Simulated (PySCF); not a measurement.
Species: nitrosyl chloride, ClNO.
SMILES: `O=NCl`

The closed-shell ground state was solved at several levels (PySCF, density fitting, gas phase, non-relativistic). Isolated species at its PBE0-D3(BJ)/def2-SVP geometry, gas phase.

```csv
level,basis functions,total energy (Eh),HOMO (eV),LUMO (eV),gap (eV),dipole (D)
PBE0/def2-TZVP,99,-589.8678,-8.61,-3.70,4.91,1.86
PBE0/def2-TZVPD,123,-589.8693,-8.68,-3.75,4.93,1.89
PBE0/aug-cc-pVTZ,142,-589.8719,-8.68,-3.76,4.92,1.89
PBE0/def2-SVP,46,-589.5497,-8.41,-3.57,4.84,1.66
PBE0/6-31+G*,58,-589.7817,-8.76,-3.87,4.89,1.99
```

(1) What might PBE0/aug-cc-pVDZ (73 basis functions) give for the same quantities?

(2) How much does the basis alone move the frontier levels among the 6 PBE0 rows (the withheld one included)?

(3) How far do the dipole and the HOMO energy spread over the levels?

## Answers

(1) Total energy -589.8304 Eh, HOMO -8.71 eV, LUMO -3.79 eV, gap 4.92 eV, dipole 1.92 D.

(2) The HOMO by 0.35 eV and the LUMO by 0.30 eV. By rising basis size (HOMO, LUMO in eV): def2-SVP -8.41, -3.57; 6-31+G* -8.76, -3.87; aug-cc-pVDZ -8.71, -3.79; def2-TZVP -8.61, -3.70; def2-TZVPD -8.68, -3.75; aug-cc-pVTZ -8.68, -3.76.

(3) The dipole runs from 1.66 to 1.99 D (mean 1.87 D) and the HOMO from -8.76 to -8.41 eV.
